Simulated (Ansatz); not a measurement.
Input file:

```yaml
crystal:
  periodic: [false, false, false]
  atoms:
    - {symbol: Al, position_ang: [0.000000, 0.017952, 0.639465]}
    - {symbol: C, position_ang: [0.000000, -0.140638, -1.204212]}
    - {symbol: H, position_ang: [0.000000, 1.195311, -2.768337]}
basis:
  gaussian: {orbitals: 6-31G}
magnetization: {spin_polarized: true, initial_magnetization: 0}
hamiltonian: {xc: {name: wB97M-V}}
output: {forces: true, orbitals: {seedname: orbitals}}
```

```sh
$ ansatz run in.yaml --threads 1 --pin off --events-out ev --progress --plain --max-ram 2393MiB
```

Output:

```
  # Of w^i u^j: cxij and so on, Table III.
  gx(w, u) = 1 - cx + cx01*u + cx10*w
  gss(w, u) = css00 + css04*u^4 + css10*w + css20*w^2 + css43*w^4*u^3
  gos(w, u) = cos00 + cos10*w + (cos20 + cos21*u)*w^2 + (cos60 + cos61*u)*w^6
      + integral(e_c_pw_mod_opposite_spin*gos(b97_w_opposite, b97_u_opposite)) + vv10(b, c)
297 factors; integrals over basis functions are off by at most 1.3e-4 eV
121 factors; integrals over basis functions are off by at most 1.1e-5 eV
mean field evaluation 1: about -7635.5669 eV, gradient 2.1e1 eV
mean field evaluation 2: about -7629.8245 eV, gradient 3.4e1 eV
mean field evaluation 4: about -7639.0791 eV, gradient 8.1e-1 eV
mean field evaluation 8: about -7639.1317 eV, gradient 2.1e-1 eV
mean field evaluation 16: about -7639.1372 eV, gradient 6.3e-4 eV
mean field evaluation 32: about -7639.7283 eV, gradient 3.0e-1 eV
mean field evaluation 64: about -7639.7649 eV, gradient 6.1e-9 eV
mean field evaluation 96: about -7639.2077 eV, gradient 1.0e-1 eV
mean field evaluation 128: about -7639.2662 eV, gradient 4.1e-1 eV
mean field evaluation 160: about -7639.7625 eV, gradient 1.1e-1 eV
mean field -7639.76489033 eV, -280.7561813012 hartree, gradient 2.3e-9 eV, S^2 1.241254; 12 other end points of the search recorded, 0 dependent functions left out
the calculation of the forces begins
reference -7639.76492450 eV, -280.7561825569 hartree; 10, 10 occupied and 14, 14 virtual orbitals, 297 factors
Total energy: -7639.76492450 eV, -280.7561825569 hartree
Atom 0 at     0.000000     0.017952     0.639465 Å, force     0.000000     0.336082     2.624847 eV/Å
Atom 1 at     0.000000    -0.140638    -1.204212 Å, force     0.000000     1.493333    -4.918936 eV/Å
Atom 2 at     0.000000     1.195311    -2.768337 Å, force    -0.000000    -1.829415     2.294089 eV/Å
Dipole moment:     0.000000     0.010339     0.259398 e Å
```

Forces (eV/Å):
```
Al   0.000  0.336  2.625
C    0.000  1.493 -4.919
H    0.000 -1.829  2.294
```

Ran on 1 thread of Intel Xeon Platinum 8259CL, shared host: 40 s wall, 0.17 GiB peak host memory.
